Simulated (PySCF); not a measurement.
## Shieldings and the share of exact exchange

Molecule: `InChI=1S/C4H9F/c1-4(2,3)5/h1-3H3`.

Molfile (atoms numbered from 1):
```
C4H9F
     RDKit          3D

 14 13  0  0  0  0  0  0  0  0999 V2000
    1.2516    0.0139   -0.7442 C   0  0  0  0  0  0  0  0  0  0  0  0
    0.1545   -0.0703    0.3018 C   0  0  0  0  0  0  0  0  0  0  0  0
   -0.8089   -1.2107    0.0246 C   0  0  0  0  0  0  0  0  0  0  0  0
   -0.5678    1.2540    0.4752 C   0  0  0  0  0  0  0  0  0  0  0  0
    0.7776   -0.3549    1.5190 F   0  0  0  0  0  0  0  0  0  0  0  0
    0.8332    0.2345   -1.7373 H   0  0  0  0  0  0  0  0  0  0  0  0
    1.9665    0.8076   -0.4824 H   0  0  0  0  0  0  0  0  0  0  0  0
    1.7984   -0.9388   -0.7995 H   0  0  0  0  0  0  0  0  0  0  0  0
   -1.3387   -1.0567   -0.9270 H   0  0  0  0  0  0  0  0  0  0  0  0
   -1.5533   -1.2841    0.8308 H   0  0  0  0  0  0  0  0  0  0  0  0
   -0.2638   -2.1644   -0.0298 H   0  0  0  0  0  0  0  0  0  0  0  0
    0.1477    2.0462    0.7400 H   0  0  0  0  0  0  0  0  0  0  0  0
   -1.0837    1.5452   -0.4517 H   0  0  0  0  0  0  0  0  0  0  0  0
   -1.3132    1.1790    1.2805 H   0  0  0  0  0  0  0  0  0  0  0  0
  1  2  1  0
  2  3  1  0
  2  4  1  0
  2  5  1  0
  1  6  1  0
  1  7  1  0
  1  8  1  0
  3  9  1  0
  3 10  1  0
  3 11  1  0
  4 12  1  0
  4 13  1  0
  4 14  1  0
M  END
```

GIAO shieldings (ppm, equivalent atoms averaged) in PySCF 2.14 on the PBE0-D3(BJ)/def2-SVP geometry, basis pcSseg-1, gas phase, non-relativistic:

```tsv
functional	exact exchange (%)	σ(C2)	σ(F5)
BLYP	0	80.0	326.3
BP86	0	85.6	327.1
PBE	0	86.3	325.9
B3LYP	20	87.0	340.0
PBE0	25	94.5	343.2
mPW1PW91	25	93.6	343.9
HF	100	111.1	384.0
```

Q: Fit each shielding as a line in the percentage of exact exchange.

A: σ(C2) = 84.5 + 0.27 x (rms 2.7 ppm); σ(F5) = 327.5 + 0.58 x (rms 1.3 ppm). The functionals also differ in their semilocal parts, which the line can't hold; Hartree–Fock has no correlation at all.

Q: What does the line predict for BHandHLYP (50 %), and what does the run give?

A: σ(C2): 98.0 predicted, 96.3 computed; σ(F5): 356.5 predicted, 358.0 computed ppm.
